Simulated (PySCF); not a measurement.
Compound: C₆H₆.
SMILES with atom numbers: `[cH:1]1[cH:2][cH:3][cH:4][cH:5][cH:6]1` (hydrogens: H7 on C1; H8 on C2; H9 on C3; H10 on C4; H11 on C5; H12 on C6)

Structure used (PBE0-D3(BJ)/def2-SVP), in Å, numbered top down from 1:
```
atom  x, y, z in Å
C1    -0.799    1.143    0.037
C2    -1.389   -0.118   -0.053
C3    -0.590   -1.261   -0.090
C4     0.799   -1.143   -0.037
C5     1.389    0.118    0.053
C6     0.590    1.261    0.090
H7    -1.425    2.038    0.066
H8    -2.477   -0.211   -0.095
H9    -1.052   -2.249   -0.161
H10    1.425   -2.038   -0.066
H11    2.477    0.211    0.095
H12    1.052    2.249    0.161
```

Theory: PySCF, TDDFT PBE0/def2-SVPD, vertical, gas phase, core orbitals frozen in the response.

Kohn–Sham orbitals with the atoms that hold most of them (Löwdin shares over 4%, at most four atoms):

```csv
orbital,ε (eV),atoms
LUMO+2,1.09,"C2 9%, C5 9%, C6 9%, C3 9%"
LUMO+1,-0.27,"C4 22%, C1 22%, C2 12%, C5 12%"
LUMO,-0.27,"C3 20%, C6 20%, C2 18%, C5 18%"
HOMO,-7.33,"C2 23%, C5 23%, C6 17%, C3 17%"
HOMO-1,-7.33,"C4 24%, C1 24%, C3 15%, C6 15%"
HOMO-2,-9.73,"C4 13%, C1 13%, C2 12%, C5 12%"
HOMO-3,-9.73,"C6 13%, C3 13%, C2 13%, C5 13%"
```

Within 0.005 eV of a neighbour in this list lie HOMO-3/HOMO-2, HOMO-1/HOMO and LUMO/LUMO+1 (point group found: D6h); within a degenerate set the shares of single atoms can hang on how the components are chosen.

(1) The HOMO–LUMO gap is 7.07 eV. Where does the response calculation put the lowest singlet, and from which orbitals?

Answers

(1) S1 is at 5.51 eV (f = 0.0000), 1.56 eV below the gap, made of HOMO-1/HOMO→LUMO/LUMO+1 (≥92%). Without the coupling terms of the response equations the lowest excitation would equal the gap.

Next come S2 at 6.22 eV (f 0.0000), HOMO-1/HOMO→LUMO/LUMO+1 (≥92%); S3 at 7.18 eV (f 0.601), HOMO-1/HOMO→LUMO/LUMO+1 (≥96%); S4 at 7.18 eV (f 0.601), HOMO-1/HOMO→LUMO/LUMO+1 (≥96%); S5 at 7.21 eV (f 0.0000), HOMO-1/HOMO→LUMO+2 (98%).

Orbitals of the list HOMO-3 to LUMO+2 that lie within 0.01 eV of each other are written together with a slash and their weights summed (≥ marks a lower bound); for degenerate orbitals outside that list single weights are arbitrary.

Löwdin shares depend on the basis, the more so with diffuse functions.
